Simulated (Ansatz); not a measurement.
Program: Ansatz. Geometries: PBE0-D4/def2-TZVP. ΔE: electronic, gas phase. CBS: MP2 limit from def2 TZ/QZ plus the TZ coupled-cluster correction, frozen cores. This one scheme is used for every species. Functionals use def2-TZVPP. No spin–orbit coupling; open shells (•) take unrestricted orbitals. Each species was taken in one conformer, which may not be the lowest.

Consider the hydrogen abstraction from a B–H bond: `OBCl` + `[SiH3]`• → `O[B]Cl`• + SiH₄.

| level | ΔE (kcal/mol) |
| --- | --- |
| r2SCAN-D4 | 13.9 |
| LC-ωPBE | 14.9 |
| CCSD/def2-SVP | 16.1 |
| CCSD/def2-TZVPP | 15.3 |

Task: What does CCSD(T)/CBS give? (Estimate.)

Result: The calculation gave: +15.0 kcal/mol. The listed levels differ from it by -1.1, -0.1, 1.1, 0.3 kcal/mol.

Largest T1 diagnostic among the species: 0.015.

Leaving LDA and LC-ωPBE aside and taking each functional with its dispersion term where it has one, the values, not all of them listed here, spread over 1.5 kcal/mol, from r2SCAN-D4 to ωB97M-V. At CCSD(T), def2-SVP lies +1.0 kcal/mol from the extrapolated value and def2-TZVPP +0.3 kcal/mol.
